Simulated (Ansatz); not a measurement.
C₅H₁₀S (`CC1CCSC1`) at its PBE0-D4/def2-TZVP geometry, where that method's forces vanish. Total charge 0; spin multiplicity 1.

```xyz
16

C     1.4284    0.2562   -1.2255
C     0.0703    0.1126   -0.5639
C     0.0138   -0.9876    0.4877
C    -1.3400   -0.8834    1.1664
S    -1.6960    0.8998    1.3029
C    -0.3692    1.3811    0.1569
H     1.7105   -0.6597   -1.7504
H     2.2014    0.4672   -0.4805
H     1.4334    1.0716   -1.9528
H    -0.6812   -0.1156   -1.3302
H     0.8123   -0.8243    1.2201
H     0.1642   -1.9785    0.0494
H    -2.1198   -1.3617    0.5699
H    -1.3477   -1.3272    2.1624
H     0.4644    1.8104    0.7199
H    -0.7446    2.1391   -0.5322
```

Problem. What forces (eV/Å) does r2SCAN-D4/def2-TZVPP give on these atoms in Ansatz? (Best estimate.)

Solution. The calculation gave: 
```
C1   0.133  0.019 -0.067
C2  -0.066 -0.039 -0.117
C3   0.119 -0.118  0.042
C4  -0.087 -0.203  0.054
S5  -0.202  0.160  0.153
C6   0.097  0.184 -0.056
H7  -0.005  0.014  0.008
H8  -0.013 -0.002 -0.006
H9   0.004 -0.011  0.010
H10 -0.014 -0.006 -0.004
H11  0.006  0.012 -0.001
H12  0.000 -0.002  0.000
H13  0.005 -0.007 -0.002
H14 -0.005 -0.002 -0.009
H15  0.017 -0.001 -0.006
H16  0.011  0.001  0.001
```
